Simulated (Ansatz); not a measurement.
# SiH+ (triplet): from Hartree-Fock to the top rungs at distance Si1–H2 = 1.869 Å, cc-pVQZ

Aim: climb from Hartree-Fock through coupled cluster and multireference methods for SiH+ (triplet) at one geometry and basis, and see what each rung misses.

Program: Ansatz 0.2.0, Gaussian basis. Level of theory: cc-pVQZ, correlated electrons: outside noble gas. These are calculated values, not measurements.

To be run: UHF; CCSD(T) on ROHF; CCSD(T) on UHF; BCCD(T) on ROHF; CCSDT(Q) on ROHF; CCSDT(Q) on UHF; CASSCF and NEVPT2, 4 electrons in 5 orbitals; Full CI.

## Step 1: The geometry

The geometry derives from a PBE0/def2-TZVP stationary point (not a proven minimum). One bond is set to the value named and the two fragments are kept rigid.

2 atoms, charge 1, spin multiplicity 3.

Atoms are counted from 1 here; the program's logs count them from 0.

No contacts short enough for the rule that draws bonds.

In the tables R marks a restricted open-shell determinant and U an unrestricted one; 'valence' is the active space of 4 electrons in 5 orbitals; correlation energies count from the lowest restricted Hartree-Fock solution.

## Step 2: UHF

File in.yaml:

```yaml
crystal:
  periodic: [false, false, false]
  atoms:
    - {symbol: Si, position_ang: [0.000000, 0.000000, 0.000000]}
    - {symbol: H, position_ang: [0.000000, 0.000000, 1.869000]}
basis:
  gaussian: {orbitals: cc-pVQZ}
total_charge: 1
magnetization: {spin_polarized: true, initial_magnetization: 2}
hamiltonian: {xc: hf}
output: {orbitals: {seedname: orbitals}}
```

On the command line:

```sh
$ ansatz run in.yaml --threads 1 --pin off --events-out ev --progress --plain --max-ram 2393MiB
```

After this run come: CCSD(T) on ROHF; CCSD(T) on UHF; BCCD(T) on ROHF; CCSDT(Q) on ROHF; CCSDT(Q) on UHF; CASSCF and NEVPT2, 4 electrons in 5 orbitals; Full CI.

Before running them: what should the planned runs give, taken together? Wanted: correlation energy, FCI; RMP2 from FCI; UMP2 from FCI; RCCSD from FCI; RCCSD(T) from FCI; UCCSD(T) from FCI; RCCSDT(Q) from FCI; UCCSDT(Q) from FCI; NEVPT2 valence from FCI.

The runs gave:

```
                                      quantity                                                              value
                       correlation energy, FCI                                                         -2.2824 eV
                                 RMP2 from FCI                                                         +575.0 meV
                                 UMP2 from FCI                                                         +600.7 meV
                                RCCSD from FCI                                                          +83.5 meV
                             RCCSD(T) from FCI                                                          +19.2 meV
                             UCCSD(T) from FCI                                                          +18.5 meV
                            RCCSDT(Q) from FCI                                                           +0.1 meV
                            UCCSDT(Q) from FCI                                                           -1.0 meV
                       NEVPT2 valence from FCI                                                         +324.0 meV
levels of the table within 1 kcal/mol (43 meV)  RCCSD(T), UCCSD(T), BCCD(T), RCCSDT, UCCSDT, RCCSDT(Q), UCCSDT(Q)
                                 T1 diagnostic                                                              0.046
                effectively unpaired electrons                                                               2.04
```

In words: RCCSD(T) lands +19.2 meV from the yardstick (0.8 % of the correlation energy). The occupations are near whole numbers, but T1 = 0.046 shows that the orbitals relax strongly. These misses are within one basis, not against nature; the frozen cores of restricted and unrestricted runs differ, which can shift their rows.
